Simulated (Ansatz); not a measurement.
Relaxation of BClH5N (8 atoms, charge 0, multiplicity 1), to a largest force component of 0.03 eV/Å in at most 50 steps.

Method: RKS PBE0-D4/6-31G* in Ansatz.

```xyz
8
Properties=species:S:1:pos:R:3
B -0.582 -0.653 0.308
N -0.657 0.802 0.113
H -0.955 -1.337 -0.599
H -0.148 -1.075 1.336
H 1.469 0.242 -0.604
Cl 2.422 -0.654 -0.699
H -0.465 1.465 0.850
H -1.085 1.210 -0.706
```

Q: Where does it end, and by what steps?

A: The forces met the threshold. After 7 steps the energy has fallen by 0.208 eV; Cl6 moved furthest, 0.81 Å.

| step | energy less start (eV) | largest force component (eV/Å) | accepted |
| --- | --- | --- | --- |
| 0 | 0.0000 | 2.394 | yes |
| 1 | -0.0944 | 1.143 | yes |
| 2 | -0.1184 | 1.247 | yes |
| 3 | -0.1765 | 0.616 | yes |
| 4 | -0.1935 | 0.408 | yes |
| 5 | -0.2028 | 0.286 | yes |
| 6 | -0.2062 | 0.132 | yes |
| 7 | -0.2079 | 0.017 | yes |

```xyz
8
Properties=species:S:1:pos:R:3
B -0.834 -0.697 0.400
N -0.453 0.611 0.070
H -1.334 -1.379 -0.446
H -0.611 -1.096 1.507
H 1.417 0.164 -0.534
Cl 2.650 0.077 -0.952
H -0.128 1.274 0.762
H -0.707 1.046 -0.807
```

Time of the run: 17 s on 1 thread of Arm Neoverse V1, with other jobs on the host, peak memory 0.13 GiB.
